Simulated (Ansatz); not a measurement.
The same path of BClH2 (4 atoms, charge 0, multiplicity 1) was run twice with different band settings. Lost on the way: B1–Cl2, B1–H3. Made: Cl2–H3.

All numbers below come from Ansatz, RHF/cc-pVDZ.

Relaxed end points:

```xyz
4
Properties=species:S:1:pos:R:3
B 0.349 0.000 0.066
Cl 0.731 0.000 1.786
H 1.253 0.000 -0.710
H -0.797 0.000 -0.255
```

```xyz
4
Properties=species:S:1:pos:R:3
B -0.579 0.000 -0.605
Cl 2.310 0.000 1.858
H 1.329 0.000 1.020
H -1.524 0.000 -1.386
```

Common settings: movable images 5; climbing image yes; spring 5.0 eV/Å²; optimiser quadratic models (default); force threshold 0.05 eV/Å; iteration limit 60; end points relaxed.

| run | start path |
| --- | --- |
| 1 | through a guess of the saddle point |
| 2 | straight line |

Question: What does each run give, and how far can it be trusted?

Answer: Run 1: converged after 18 iterations, highest image 4.660 eV above the first end. Neighbouring images differ by up to 2.5 eV, so the band resolves the path poorly. A vibrational analysis at the climbing image gives one clearly imaginary mode, 1136i cm⁻¹: a first-order saddle point.
Run 2: converged after 15 iterations, highest image 4.660 eV above the first end. Neighbouring images differ by up to 2.5 eV, so the band resolves the path poorly. Another band between the same ends (5 images) ends at a top of the same energy, where a vibrational analysis finds 1 clearly imaginary mode.
The orbitals stay closed-shell, which can raise the energy where a bond breaks towards radicals; this wasn't checked here.
